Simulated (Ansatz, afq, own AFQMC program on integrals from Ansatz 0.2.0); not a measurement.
CH3⁺, triplet in cc-pVDZ, levels against full CI

```json
{"atom": "C", "x (Å)": "0.0000", "y (Å)": "0.0000", "z (Å)": "0.0548"}
{"atom": "H", "x (Å)": "0.0000", "y (Å)": "0.6835", "z (Å)": "-0.8953"}
{"atom": "H", "x (Å)": "0.0000", "y (Å)": "0.0000", "z (Å)": "1.1377"}
{"atom": "H", "x (Å)": "0.0000", "y (Å)": "-0.6835", "z (Å)": "-0.8953"}
```

Basis cc-pVDZ. Noble-gas cores (and the filled d shells of Ga–Kr and In–Xe) are frozen. AFQMC by an in-house program on the Cholesky factors that Ansatz 0.2.0 writes for its CCSD(T) run. ph-AFQMC/CISD is guided by a CISD state made of CCSD amplitudes; releasing the constraint for a short imaginary time cuts its bias at the price of noise, slowly where states lie close. Free projection: walkers drawn from exp(T), propagated without any constraint. Its projection time is finite, and what remains of the start isn't in its error. Uncertainties: one standard error, sampling alone.

Determinant: UHF, the one that the program's search chose, which needn't be the lowest solution. The geometry is a PBE0/def2-TZVP stationary point of this or a neighbouring charge and spin state.

Full CI on the same integrals is exact in this basis and with this determinant's frozen core.

Cautions: lower spins were not checked; the released energies are still falling, so no released level is given (meV from the phaseless value at times in 1/Eh: -1 ± 3 at 0.24, -2 ± 3 at 0.51, -8 ± 3 at 0.99, -12 ± 4 at 1.62, -14 ± 4 at 2.40), though the last usable value meets full CI within the noise; the ph-AFQMC/CISD walk drifts between its halves (2.3 errors).

- T1 diagnostic: 0.0086
- weight of the determinant in the CISD state: 0.948
- ⟨S²⟩ of the determinant: 2.019
- size of the correlated space: 6 electrons in 28 orbitals

Reference: full CI, correlation energy -3.334 eV.

```csv
level,E − E(reference) (kJ/mol),share of correlation (%)
HF,321.7,0.00
MP2,65.1,79.77
CCSD,7.1,97.80
CCSD(T),1.5,99.54
CCSDT,0.3,99.92
CCSDT(Q),0.0,99.99
ph-AFQMC/HF,4.3 ± 2.1,98.67
ph-AFQMC/CISD,0.9 ± 0.3,99.71
free AFQMC,0.7 ± 0.7,99.79
```

CCSDT and higher add their correlation energy to the determinant of the CCSD(T) run, since their own runs factorise the integrals more tightly (a shift of under 2 meV). Free projections are given only where their last times agree within the noise and don't stop above the reference; a slow remainder of the start can still hide under it. A walk keeps the symmetry of its determinant, which the program's search chose and which needn't be the lowest solution, so a lower state of the same spin and another symmetry isn't excluded.
